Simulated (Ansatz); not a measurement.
**[CH$_{3}$···H···N], quartet: reading a ladder of total energies**

Geometry: a point of a hydrogen-transfer path between rigid fragments, not a stationary point.

```xyz
6

C    -1.2603    0.0000    0.0000
H    -1.6235    1.0273    0.0000
H    -1.6235   -0.5137    0.8897
H    -1.6235   -0.5137   -0.8897
H    -0.0893    0.0000    0.0000
N     1.4377    0.0000    0.0000
```

Basis cc-pVDZ; Ansatz 0.2.0. Only valence electrons are correlated (noble-gas cores frozen), which leaves 13 electrons in 46 orbitals. R marks a restricted (for open shells ROHF) determinant, U an unrestricted one.

Full CI isn't at hand for all of this; UCCSDT(Q) serves as the reference, and is uncertain by about the last step of the cluster series.

Runs differ by some tens of microhartree through their thresholds and, for an open shell, their frozen cores, so steps under 0.03 kcal/mol mean nothing.

| level | total energy (hartree) |
| --- | --- |
| UHF | -94.553847 |
| UMP2 | -94.794650 |
| UCCSD | -94.834270 |
| UCCSD(T) | -94.839640 |
| UCCSDT | -94.840302 |
| UCCSDT(Q) | -94.840541 |

**Question.** What is the correlation energy at UCCSDT(Q), and what share of it do UMP2 and UCCSD recover?

**Answer.** E(corr) = -94.840541 − (-94.553847) = -0.286694 hartree = -7.801 eV. UMP2: -0.240803 / -0.286694 = 83.99 %. UCCSD: -0.280423 / -0.286694 = 97.81 %.

**Question.** By how many kcal/mol does UCCSD(T) miss UCCSDT(Q) (1 hartree = 627.509 kcal/mol), and which steps make up the rest?

**Answer.** -94.839640 − (-94.840541) = 0.000901 hartree = 0.57 kcal/mol. Steps: UCCSDT − UCCSD(T) = -0.42, UCCSDT(Q) − UCCSDT = -0.15 kcal/mol. That is within 1 kcal/mol of the reference in this basis, which itself misses far more of the correlation at the basis-set limit.
